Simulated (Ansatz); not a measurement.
**quartet AlHClO at 6 levels**

Wanted: a comparison of 6 runs (U-r2SCAN/STO-3G, U-r2SCAN0/STO-3G, UB3LYP/STO-3G, UPBE/STO-3G, RPA@PBE/STO-3G, UCCSD/STO-3G) of quartet AlHClO. 

Program for the calculation: Ansatz 0.2.0.

60 further runs of the same task are left out: 7 that didn't finish, 53 set aside as unsound or not needed.

### Step 1. The molecule

The species is AlHClO (4 atoms), meant as a quartet with charge 0. As SMILES of the parent species, `[O][AlH][Cl]`. The shape is that of a PBE0-D4/def2-TZVP optimisation. That shape belongs to the parent species and isn't relaxed for this state.

Bond lengths: O1–Al2 1.729 Å, Al2–Cl3 2.081 Å, Al2–H4 1.566 Å. Angles: O1–Al2–Cl3 116.2°, O1–Al2–H4 118.8°, Cl3–Al2–H4 125.0°.

### Step 2. The energy at U-r2SCAN/STO-3G (run 1)

File run.yaml:

```yaml
crystal:
  periodic: [false, false, false]
  atoms:
    - {symbol: O, position_ang: [0.290600, -1.035900, 1.350600]}
    - {symbol: Al, position_ang: [0.118400, 0.049000, 0.015600]}
    - {symbol: Cl, position_ang: [-1.573200, -0.210600, -1.168800]}
    - {symbol: H, position_ang: [1.219700, 1.137300, -0.217800]}
basis:
  gaussian: {orbitals: STO-3G}
accuracy: high
magnetization: {spin_polarized: true, initial_magnetization: 3}
hamiltonian: {xc: {name: r2SCAN}}
```

The run is started by

```
ansatz run run.yaml --threads 1 --pin off --max-ram 2610MiB --events-out events.jsonl --progress --plain --runs-dir runs
```

Log:

```text
Warning: RAYON_NUM_THREADS=1 ignored (pool sized by the plan → 1); use --threads N
Functional definition: r2SCAN
  name "r2SCAN"
  parameter k0 = 0.174
  parameter k1 = 0.065
  parameter a1 = 4.9479
  exchange = r2scan_x(k0 = k0, k1 = k1, a1 = a1)
  correlation = r2scan_c
432 factors; integrals over basis functions are off by at most 2.4e-8 eV
mean field evaluation 1: about -20927.3729 eV, gradient 1.5e1 eV
mean field evaluation 2: about -20885.5902 eV, gradient 5.0e1 eV
mean field evaluation 4: about -20919.3559 eV, gradient 3.1e1 eV
mean field evaluation 8: about -20931.0991 eV, gradient 2.6e-1 eV
mean field evaluation 16: about -20931.0811 eV, gradient 1.3e-3 eV
mean field evaluation 32: about -20931.0811 eV, gradient 2.6e-6 eV
mean field evaluation 64: about -20903.5629 eV, gradient 4.0e1 eV
mean field evaluation 96: about -20931.0177 eV, gradient 8.6e-1 eV
mean field evaluation 128: about -20929.7176 eV, gradient 2.9e0 eV
mean field -20931.08110826 eV, -769.2030431320 hartree, gradient 6.3e-8 eV, S^2 3.754254; 11 other end points of the search recorded, 0 dependent functions left out
reference -20931.08110889 eV, -769.2030431553 hartree; 21, 18 occupied and 3, 6 virtual orbitals, 432 factors
Total energy: -20931.08110889 eV, -769.2030431553 hartree
```

Wall time 36 s (1 thread of Arm Neoverse V1, shared host); peak memory 0.25 GiB.

### Step 3. A single-point energy at U-r2SCAN0/STO-3G (run 2)

Edit run.yaml of step 2 so:

```diff
@@ -9,4 +9,4 @@
   gaussian: {orbitals: STO-3G}
+magnetization: {spin_polarized: true, initial_magnetization: 3}
+hamiltonian: {xc: {name: r2SCAN0}}
 accuracy: high
-magnetization: {spin_polarized: true, initial_magnetization: 3}
-hamiltonian: {xc: {name: r2SCAN}}
```

The run is started by

```
ansatz run run.yaml --threads 1 --pin off --max-ram 2610MiB --events-out events.jsonl --progress --plain --runs-dir runs
```

Log:

```text
Warning: RAYON_NUM_THREADS=1 ignored (pool sized by the plan → 1); use --threads N
Functional definition: r2SCAN0
  name "r2SCAN0"
  parameter a = 0.25
[... 3 set-up lines as earlier in the session ...]
  exchange = (1 - a)*r2scan_x(k0 = k0, k1 = k1, a1 = a1) + a*exact_x
[... 1 set-up line as earlier in the session ...]
432 factors; integrals over basis functions are off by at most 2.4e-8 eV
mean field evaluation 1: about -20928.3548 eV, gradient 1.4e1 eV
mean field evaluation 2: about -20890.3557 eV, gradient 4.5e1 eV
mean field evaluation 4: about -20930.3724 eV, gradient 4.7e0 eV
mean field evaluation 8: about -20930.7241 eV, gradient 1.7e-1 eV
mean field evaluation 16: about -20930.7476 eV, gradient 2.3e-3 eV
mean field evaluation 32: about -20931.3078 eV, gradient 2.9e-8 eV
mean field -20931.30777543 eV, -769.2113729970 hartree, gradient 1.8e-8 eV, S^2 3.755366; 6 other end points of the search recorded, 0 dependent functions left out
reference -20931.30777592 eV, -769.2113730149 hartree; 21, 18 occupied and 3, 6 virtual orbitals, 432 factors
Total energy: -20931.30777592 eV, -769.2113730149 hartree
```

Run time: 9.6 s. Hardware: 1 thread of Arm Neoverse V1, shared host; peak memory 0.24 GiB.

Runs 3 to 5 aren't shown in full; the table further down has their settings and results.

### Step 4. A single-point energy at UCCSD/STO-3G (run 6)

File job.yaml:

```yaml
crystal:
  periodic: [false, false, false]
  atoms:
    - symbol: O
      position_ang: [0.290600, -1.035900, 1.350600]
    - symbol: Al
      position_ang: [0.118400, 0.049000, 0.015600]
    - symbol: Cl
      position_ang: [-1.573200, -0.210600, -1.168800]
    - symbol: H
      position_ang: [1.219700, 1.137300, -0.217800]
basis:
  gaussian: {orbitals: STO-3G}
scf: {omitted_lower_state_checks: [cluster_reference, increment]}
accuracy: high
correlation: {method: ccsd, frozen_orbitals: {Al: 5, Cl: 5, H: 0, O: 1}}
magnetization: {spin_polarized: true, initial_magnetization: 3}
```

The run is started by

```
ansatz run job.yaml --threads 1 --pin off --max-ram 2610MiB --events-out events.jsonl --progress --plain --runs-dir runs
```

Log:

```text
Warning: RAYON_NUM_THREADS=1 ignored (pool sized by the plan → 1); use --threads N
[... 15 lines left out ...]
11 core orbitals not correlated: weight in the atoms' cores, before any rotation towards them, 0.999 or more for the frozen orbitals, at most 0.000 for the correlated occupied ones
[... 45 lines left out ...]
Total energy: -20896.16223851 eV, -767.9197983379 hartree
Checks for a lower state left out: cluster_reference, increment
```

Run time: 0.81 s. Hardware: 1 thread of Arm Neoverse V1, shared host.

### Step 5. Overview of the runs

```tsv
run	level	frozen core orbitals	energy (Eh)	⟨S²⟩	wall time
1	U-r2SCAN/STO-3G	–	-769.203043	3.754	36 s
2	U-r2SCAN0/STO-3G	–	-769.211373	3.755	9.6 s
3	UB3LYP/STO-3G	–	-769.249129	3.752	8.1 s
4	UPBE/STO-3G	–	-768.828374	3.752	8.1 s
5	RPA@PBE/STO-3G	11	-767.989737	3.752	11 s
6	UCCSD/STO-3G	11	-767.919798	3.783	0.81 s
```

### Step 6. Outcome

| quantity | value |
| --- | --- |
| run 6: total energy | -767.91980 Eh |
| run 6: correlation energy (11 core orbitals frozen) | -42.3 mEh |
| run 6: ⟨S²⟩ of the reference determinant | 3.783 |
| run 6: T1 diagnostic | 0.017 |

Totals of different functionals can't be ranked against each other. In runs 1, 2, 3, 4, 5, 6 the basis is minimal, so the values are rough. All runs together took 74 s, the longest 36 s.
